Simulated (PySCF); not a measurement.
Molecule: `Sc1ccsc1`, C4H4S2.

Bonds (- single, = double, # triple, : aromatic): S1-C2 1.769 Å, C2:C3 1.430 Å, C3:C4 1.367 Å, C4:S5 1.718 Å, S5:C6 1.715 Å, C6:C2 1.374 Å. S1 carries H7; C3 carries H8; C4 carries H9; C6 carries H10.

Geometry PBE0-D3(BJ)/def2-SVP throughout; GIAO in PySCF, gas phase, one conformer, non-relativistic; equivalent atoms averaged; basis pcSseg-2.

For orientation, PBE gives these absolute shieldings σ: S5 229.6, S1 539.8, C6 44.5, C4 45.9, C3 38.6, C2 45.7, H9 23.94, H8 24.01, H7 27.68 ppm.

A run gave: S5 252.5, S1 556.2, C6 39.6, C4 43.0, C3 40.8, C2 46.4, H9 24.05, H8 24.24, H7 28.04 ppm (absolute shieldings σ).

**Question.** Which functional was used in that run?
A. LDA
B. WP04
C. BHandHLYP
D. B97-2
E. BLYP

**Answer.** C. C2 tells them apart best: BHandHLYP gives 46.4, BLYP gives 39.8, WP04 gives 33.7, LDA gives 41.6, B97-2 gives 50.5 ppm.
